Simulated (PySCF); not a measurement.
# Ways to converge the SCF of SiO⁺

Aim: find out which solver settings change the answer for SiO⁺.

Program: PySCF 2.14.0. Level of theory: method and basis as typed in the scripts. These are calculated values, not measurements.

4 further runs of the same task are left out: 4 that didn't finish.

### Step 1. Where the work starts

SiO⁺: 2 atoms, charge 1, spin multiplicity 2.

Bond lengths: Si1–O2 1.551 Å.

### Step 2. The run that the others are compared with

File input.py:

```python
from pyscf import gto, scf
from pyscf.geomopt.geometric_solver import optimize

mol = gto.M(
    atom='Si 0 0 0; O 0 0 1.551',
    basis='cc-pvdz',
    charge=1,
    spin=1,
    verbose=3,
)
mf = scf.ROHF(mol)
mf = mf.newton()
mf.kernel()
mol_eq = optimize(mf, maxsteps=30)
print('optimised geometry (angstrom)')
print(mol_eq.tostring('raw'))
print('orbital energies (hartree):', mf.mo_energy[..., max(0, mol.nelec[1]-3):mol.nelec[0]+3].round(4))
```

Run with:

```sh
> OMP_NUM_THREADS=1 python input.py
```

Its log is not repeated here.

Base result: at the starting geometry E(SCF) = -363.402266 Eh, optimised bond 1.587 Å in 4 steps; the optimisation lowers the energy by 0.028 eV.

### Step 3. Convergence threshold 1e-05 hartree

Run 1 changes convergence threshold: default → 1e-05 hartree.

File input.py:

```python
from pyscf import gto, scf
from pyscf.geomopt.geometric_solver import optimize

mol = gto.M(
    atom='Si 0 0 0; O 0 0 1.551',
    basis='cc-pvdz',
    charge=1,
    spin=1,
    verbose=3,
)
mf = scf.ROHF(mol)
mf.conv_tol = 1e-05
mf = mf.newton()
mf.kernel()
mol_eq = optimize(mf, maxsteps=30)
print('optimised geometry (angstrom)')
print(mol_eq.tostring('raw'))
print('orbital energies (hartree):', mf.mo_energy[..., max(0, mol.nelec[1]-3):mol.nelec[0]+3].round(4))
```

Run with:

```sh
> OMP_NUM_THREADS=1 python input.py
```

### Step 4. DIIS space off

Run 2 changes DIIS space: default → off.

input.py: that of step 2 with these lines changed.

```diff
@@ -11,2 +11,3 @@
 mf = scf.ROHF(mol)
+mf.diis = False
 mf = mf.newton()
```

Q: Predict the outcome of this session. Wanted: for each run, E(SCF); from base; after the SCF.

**Answer**, as computed:

| run | E(SCF) (hartree) | from base (eV) | after the SCF |
| --- | --- | --- | --- |
| base | -363.402266 | 0 | bond 1.587 Å, -0.028 eV |
| convergence threshold 1e-05 hartree | -363.402266 | 0.0000 | bond 1.587 Å, -0.028 eV |
| DIIS space off | -363.402266 | 0.0000 | bond 1.587 Å, -0.028 eV |

SCF columns refer to the geometry typed in the script.

With convergence threshold 1e-05 hartree or DIIS space off the SCF ends at the base energy.
